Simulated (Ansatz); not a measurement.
System: silane, SiH₄, net charge 0, singlet state. SMILES: [SiH4]
Geometry: optimised at B3LYP-D3(BJ)/def2-TZVP (Ansatz, a program for electronic structure).

Parts of the frozen-core correlation energy in cc-pV(D+d)Z (Ansatz, hartree). Frozen orbitals: 5; correlated occupied orbitals by spin: 4 and 4; virtual: 34 and 34. No spin-orbit coupling. Non-relativistic.

```json
[
 {"term": "reference (HF)", "value": "-291.25001"},
 {"term": "MP2 opposite-spin", "value": "-0.10435"},
 {"term": "MP2 same-spin", "value": "[?]"},
 {"term": "CCSD correlation", "value": "[?]"},
 {"term": "(T)", "value": "[?]"},
 {"term": "CCSDT minus CCSD(T)", "value": "-0.00059"},
 {"term": "CCSDT(Q) minus CCSD(T)", "value": "-0.00065"},
 {"term": "T1 diagnostic", "value": "0.010"},
 {"term": "largest doubles amplitude", "value": "0.032"}
]
```

Problem. Complete the blanks.

Solution. 
- MP2 same-spin, value: -0.01185
- CCSD correlation, value: -0.14732
- (T), value: -0.00245
